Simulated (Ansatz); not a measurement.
Process, species as SMILES: [C](Cl)=C → 2 C atom + Cl atom + 2 H atom
B3LYP-D3(BJ)/def2-TZVP geometries, fixed; electronic energies without zero-point terms.
Largest species:
```
C
C 1 1.3086
H 1 1.0829 2 120.27
H 1 1.0879 3 117.72 2 -180.00
Cl 2 1.6767 1 135.19 3 -180.00
```
Charge 0, spin multiplicity 2.

Effect of a fitting basis named in the input at r2SCAN/cc-pV(T+d)Z with Ansatz (a first-principles code), against the last row, where the atomisation energy is 436.01 kcal/mol. Open shells are unrestricted. The default fits or decomposes integrals by the program's own choice; accuracy: high also tightens integrals, grids and stops.

| setting | largest shift of a total energy (mEh) | shift of the atomisation energy (kcal/mol) |
|---|---|---|
| fitting: def2-SV(P)-JKFIT | -0.045 | -0.036 |
| fitting: def2-universal-JKFIT | -0.045 | -0.036 |
| fitting: cc-pVTZ-JKFIT | -0.020 | 0.005 |
| fitting: cc-pVQZ-JKFIT | -0.008 | -0.002 |
| fitting: cc-pV5Z-JKFIT | -0.006 | -0.004 |
| fitting: def2-universal-JFIT | -0.083 | 0.029 |
| accuracy: high | 0.002 | 0.001 |
| accuracy: medium (default) | 0.000 | 0.000 |

Within 0.02 kcal/mol in the atomisation energy: fitting: cc-pVTZ-JKFIT; fitting: cc-pVQZ-JKFIT; fitting: cc-pV5Z-JKFIT; accuracy: high. The largest shift is 0.083 mEh in a total energy and 0.036 kcal/mol in the difference.
